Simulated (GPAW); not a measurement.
# H3PO (SMILES O=[PH3]) at OLYP/plane waves (scalar-relativistic datasets, plane-wave cutoff 400 eV)

Wanted: a structure relaxation of H3PO. 

The results are computed with GPAW 26.7.0.

6 further runs of the same task are left out: 6 set aside as unsound or not needed.

### 1 The system as given

H3PO has 5 atoms, charge 0, and is taken as a singlet. As SMILES, `O=[PH3]`. The coordinates come from a GFN2-xTB relaxation. The run starts from this shape.

Bond lengths: O1–P2 1.453 Å, P2–H3 1.388 Å, P2–H4 1.387 Å, P2–H5 1.387 Å. Angles: O1–P2–H3 115.2°, O1–P2–H4 115.3°, O1–P2–H5 115.2°, H3–P2–H4 103.2°, H3–P2–H5 103.0°, H4–P2–H5 103.2°.

### 2 A structure relaxation at OLYP/plane waves (scalar-relativistic datasets, plane-wave cutoff 400 eV)

calc.py reads:

```python
from ase import Atoms
from ase.io import write
from ase.optimize import FIRE2
from gpaw import GPAW, PW, setup_paths
from gpaw.atom.configurations import parameters
from gpaw.atom.generator import Generator

# Atomic positions
atoms = Atoms(['O', 'P', 'H', 'H', 'H'],
    positions=[[ -1.381960,  -0.328270,   0.532950],
               [ -0.058510,  -0.014650,   0.022530],
               [  0.807060,   0.564860,   0.939400],
               [  0.663660,  -1.098320,  -0.454890],
               [ -0.030250,   0.876380,  -1.039990]])
atoms.set_cell([13.0, 13.0, 13.0])
atoms.center()

# PAW datasets for this functional
for symbol in ['H', 'O', 'P']:
    Generator(symbol, xcname='GGA_X_OPTX+GGA_C_LYP', scalarrel=True, nofiles=True, txt=None).run(**parameters[symbol])
setup_paths.insert(0, '.')

# GPAW settings
gpaw_calc = GPAW(mode=PW(400),
                 xc='GGA_X_OPTX+GGA_C_LYP',
                 maxiter=100,
                 symmetry='off',
                 txt='-')
atoms.calc = gpaw_calc

opt = FIRE2(atoms, trajectory='molecule.traj')
converged = opt.run(fmax=0.05, steps=100)
print('Converged:', converged)
print(f'Final energy: {atoms.get_potential_energy():.5f} eV')
print(f'r(H4-P1)                {atoms.get_distance(4, 1):.4f} Ang')
print(f'r(H2-P1): {atoms.get_distance(2, 1):.4f} Ang')
write('relaxed.xyz', atoms)
```

Run with:

```sh
python calc.py > calc.log
```

Log:

```text
[...]
  mode=PW(ecut=400.0),
[...]
Number of symmetries: 1
[...]
  Number of IBZ points: 1
[...]
Cutoff: 400.0 eV
Spin-components: 1 (collinear spins)
Bands:           11
[...]
  Valence electrons: 14.0
[...]
  Grid points: [60 60 60]
  Charge: 0.0  # |e|
[...]
    cutoffs:
[...]
occupation numbers:
  # Zero width
[...]
xc functional:
  name: GGA_X_OPTX+GGA_C_LYP with 2 nearest neighbor stencil
[...]
|iter     |     time |      energy | eigst |  dens |
[...]
|iter:   1| 00:00:01 |  -22.240473 | +0.62 |       |
[...]
Converged in 15 steps
[...]
dipole moment: (0.642405, 0.151592, -0.248011)  # |e|*Ang
Fermi level: -3.842
[...]
Converged in 14 steps
[...]
Converged in 8 steps
[...]
Converged in 10 steps
[...]
Converged in 6 steps
[...]
|iter:   6| 00:03:41 |  -20.295991c| -7.77c| -4.32c|
Converged in 6 steps
[...]
Energy contributions relative to reference atoms: (reference = -11387.881676)
Energy contributions:
  Kinetic:          13.408304
  Coulomb:         -13.313699
  Zero:             -0.133891
  External:          0.000000
  Xc:              -20.256704
  Entropy:           0.000000
  Spinorbit:         0.000000
  ----------------------------
  Free energy:     -20.295991
  Extrapolated:    -20.295991
dipole moment: (0.654666, 0.180142, -0.230728)  # |e|*Ang
Fermi level: -3.918
Eigenvalues  # (at kpt = [0.000, 0.000, 0.000])
| band index |      eig [eV] | occ [0-2] |
|------------|---------------|-----------|
|          0 |       -24.379 |     2.000 |
|          1 |       -15.947 |     2.000 |
|          2 |       -10.646 |     2.000 |
|          3 |       -10.615 |     2.000 |
|          4 |        -9.313 |     2.000 |
|          5 |        -6.649 |     2.000 |
|          6 |        -6.638 |     2.000 |
|          7 |        -1.197 |     0.000 |
|          8 |        -0.971 |     0.000 |
|          9 |         0.060 |     0.000 |
|         10 |         0.097 |     0.000 |
Gap: 5.441 eV
Transition (v -> c):
[...]
Forces  # eV/Ang
|        x |        y |        z |
|----------|----------|----------|
| -0.02346 | -0.02293 | -0.00205 |  # O    0
|  0.01839 | -0.01158 | -0.01114 |  # P    1
| -0.02589 | -0.02192 |  0.01300 |  # H    2
|  0.02755 |  0.02052 | -0.01454 |  # H    3
| -0.01693 | -0.02353 | -0.00559 |  # H    4
Force computation time: 0.414  # s
FIRE2:   24 hh:mm:ss      -20.295991        0.037309
Converged: True
Final energy: -20.29599 eV
r(H4-P1)                1.4276 Ang
r(H2-P1): 1.4280 Ang
```

Wall time 3.7 min (1 thread of Arm Neoverse V2, shared host); peak memory 0.54 GiB.

Steps, from the record of the run:

```
step  energy from the first frame kept (eV)  largest force (eV/Å)
   0                                 0.0000                3.1749
   1                                -0.0766                1.4006
   2                                -0.1150                1.7146
   3                                -0.1364                0.3177
   4                                -0.1393                0.2505
   5                                -0.1400                0.2331
   6                                -0.1410                0.2415
   7                                -0.1421                0.2563
   8                                -0.1433                0.2473
   9                                -0.1447                0.2206
  10                                -0.1460                0.1933
  11                                -0.1473                0.1825
  12                                -0.1486                0.1795
  13                                -0.1499                0.1909
  14                                -0.1512                0.1953
  15                                -0.1528                0.1998
  16                                -0.1544                0.1966
  17                                -0.1562                0.1796
  18                                -0.1580                0.1544
  19                                -0.1598                0.1480
  20                                -0.1613                0.0934
  21                                -0.1621                0.0887
  22                                -0.1630                0.0775
  23                                -0.1637                0.0599
  24                                -0.1643                0.0373
```

After the run. Bond lengths: O1–P2 1.499 Å, P2–H3 1.428 Å, P2–H4 1.426 Å, P2–H5 1.428 Å. Angles: O1–P2–H3 117.5°, O1–P2–H4 116.5°, O1–P2–H5 117.3°, H3–P2–H4 101.0°, H3–P2–H5 100.4°, H4–P2–H5 101.2°.

### 3 What came out

Level: OLYP/plane waves (scalar-relativistic datasets, plane-wave cutoff 400 eV).

| quantity | value |
| --- | --- |
| energy as printed (from the program's reference atoms) | -20.2960 eV |
| dipole moment | 3.44 D |
| HOMO energy (from the vacuum level) | -6.79 eV |
| LUMO energy (from the vacuum level) | -1.35 eV |
| HOMO–LUMO gap | 5.44 eV |

In words: At the final geometry: Bond lengths: O1–P2 1.499 Å, P2–H3 1.428 Å, P2–H4 1.426 Å, P2–H5 1.428 Å. Angles: O1–P2–H3 117.5°, O1–P2–H4 116.5°, O1–P2–H5 117.3°, H3–P2–H4 101.0°, H3–P2–H5 100.4°, H4–P2–H5 101.2°. The optimisation took 24 steps and changed the energy by -0.164 eV.
